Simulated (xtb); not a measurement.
xtb single point, GFN2-xTB, GBSA implicit chloroform, on hydrogen sulfide, H2S (SMILES S), charge 0, multiplicity 1.

```
xtb m.xyz --gfn 2 --chrg 0 --uhf 0 --norestart --sp --gbsa chcl3

3

S     -0.000003     0.459376    -0.000000
H     -0.957318    -0.459376     0.000000
H      0.957318    -0.459374     0.000000
```

It prints:

```

          ...................................................
          :                      SETUP                      :
          :.................................................:
          :  # basis functions                  12          :
          :  # atomic orbitals                  11          :
          :  # shells                            5          :
          :  # electrons                         8          :
          :  max. iterations                   250          :
          :  Hamiltonian                  GFN2-xTB          :
          :  restarted?                      false          :
          :  GBSA solvation                   true          :
          :  PC potential                    false          :
          :  electronic temp.          300.0000000     K    :
          :  accuracy                    1.0000000          :
          :  -> integral cutoff          0.2500000E+02      :
          :  -> integral neglect         0.1000000E-07      :
          :  -> SCF convergence          0.1000000E-05 Eh   :
          :  -> wf. convergence          0.1000000E-03 e    :
          :  Broyden damping             0.4000000          :
          :  net charge                          0          :
          :  unpaired electrons                  0          :
          ...................................................

 iter      E             dE          RMSdq      gap      omega  full diag
   1     -4.2790773 -0.427908E+01  0.475E+00    5.88       0.0  T
   2     -4.2798311 -0.753835E-03  0.252E+00    5.58       1.0  T
   3     -4.2800647 -0.233582E-03  0.229E-01    5.25       1.0  T
   4     -4.2800708 -0.608985E-05  0.769E-02    5.26       1.0  T
   5     -4.2800714 -0.632553E-06  0.511E-02    5.26       1.1  T
   6     -4.2800719 -0.482590E-06  0.522E-03    5.26      11.1  T
   7     -4.2800719 -0.452764E-08  0.354E-04    5.26     163.3  T
   8     -4.2800719 -0.526246E-11  0.171E-04    5.26     338.0  T

   *** convergence criteria satisfied after 8 iterations ***

         #    Occupation            Energy/Eh            Energy/eV
      -------------------------------------------------------------
         1        2.0000           -0.7198688             -19.5886
         2        2.0000           -0.5044089             -13.7257
         3        2.0000           -0.4867732             -13.2458
         4        2.0000           -0.3899366             -10.6107 (HOMO)
         5                         -0.1967031              -5.3526 (LUMO)
         6                         -0.1108058              -3.0152
         7                         -0.0340112              -0.9255
         8                         -0.0194092              -0.5282
         9                         -0.0152983              -0.4163
       ...                                ...                  ...
        11                          0.6176009              16.8058
      -------------------------------------------------------------
                  HL-Gap            0.1932335 Eh            5.2582 eV
             Fermi-level           -0.2933198 Eh           -7.9816 eV


         :::::::::::::::::::::::::::::::::::::::::::::::::::::
         ::                     SUMMARY                     ::
         :::::::::::::::::::::::::::::::::::::::::::::::::::::
         :: total energy              -4.260287625330 Eh    ::
         :: total w/o Gsasa/hb        -4.258318755391 Eh    ::
         :: gradient norm              0.000834499118 Eh/a0 ::
         :: HOMO-LUMO gap              5.258151129246 eV    ::
         ::.................................................::
         :: SCC energy                -4.280071906603 Eh    ::
         :: -> isotropic ES            0.007621864849 Eh    ::
         :: -> anisotropic ES          0.000294101571 Eh    ::
         :: -> anisotropic XC          0.001889311045 Eh    ::
         :: -> dispersion             -0.000323296037 Eh    ::
         :: -> Gsolv                  -0.004261405832 Eh    ::
         ::    -> Gelec               -0.002292535892 Eh    ::
         ::    -> Gsasa               -0.006075664714 Eh    ::
         ::    -> Ghb                  0.000000000000 Eh    ::
         ::    -> Gshift               0.004106794775 Eh    ::
         :: repulsion energy           0.019784281273 Eh    ::
         :: add. restraining           0.000000000000 Eh    ::
         :: total charge               0.000000000000 e     ::
         :::::::::::::::::::::::::::::::::::::::::::::::::::::

           -------------------------------------------------
          |                Property Printout                |
           -------------------------------------------------

    * Orbital Energies and Occupations

         #    Occupation            Energy/Eh            Energy/eV
      -------------------------------------------------------------
         1        2.0000           -0.7198688             -19.5886
         2        2.0000           -0.5044089             -13.7257
         3        2.0000           -0.4867732             -13.2458
         4        2.0000           -0.3899366             -10.6107 (HOMO)
         5                         -0.1967031              -5.3526 (LUMO)
         6                         -0.1108058              -3.0152
         7                         -0.0340112              -0.9255
         8                         -0.0194092              -0.5282
         9                         -0.0152983              -0.4163
        10                          0.2966959               8.0735
        11                          0.6176009              16.8058
      -------------------------------------------------------------
                  HL-Gap            0.1932335 Eh            5.2582 eV
             Fermi-level           -0.2933198 Eh           -7.9816 eV

     #   Z          covCN         q      C6AA      α(0)
     1  16 S        1.846    -0.392   158.324    21.178
     2   1 H        0.923     0.196     1.120     1.655
     3   1 H        0.923     0.196     1.120     1.655

 Mol. C6AA /au·bohr⁶  :        215.976564
 Mol. C8AA /au·bohr⁸  :       9104.623084
 Mol. α(0) /au        :         24.487987

Wiberg/Mayer (AO) data.
largest (>0.10) Wiberg bond orders for each atom

 ---------------------------------------------------------------------------
     #   Z sym  total        # sym  WBO       # sym  WBO       # sym  WBO
 ---------------------------------------------------------------------------
     1  16 S    1.918 --     3 H    0.959     2 H    0.959
     2   1 H    0.962 --     1 S    0.959
     3   1 H    0.962 --     1 S    0.959
 ---------------------------------------------------------------------------


molecular dipole:
                 x           y           z       tot (Debye)
 q only:        0.000      -0.680       0.000
   full:        0.000      -0.808       0.000       2.055
molecular quadrupole (traceless):
                xx          xy          yy          xz          yz          zz
 q only:        1.282       0.000      -0.641       0.000       0.000      -0.641
  q+dip:        1.573       0.000      -0.713       0.000       0.000      -0.860
   full:        2.038       0.000      -0.501      -0.000       0.000      -1.537

           -------------------------------------------------
          | TOTAL ENERGY               -4.260287625330 Eh   |
          | GRADIENT NORM               0.000834499118 Eh/α |
          | HOMO-LUMO GAP               5.258151129246 eV   |
           -------------------------------------------------
```

The total energy is -115.93 eV, -0.11 eV from the same level's vacuum run.
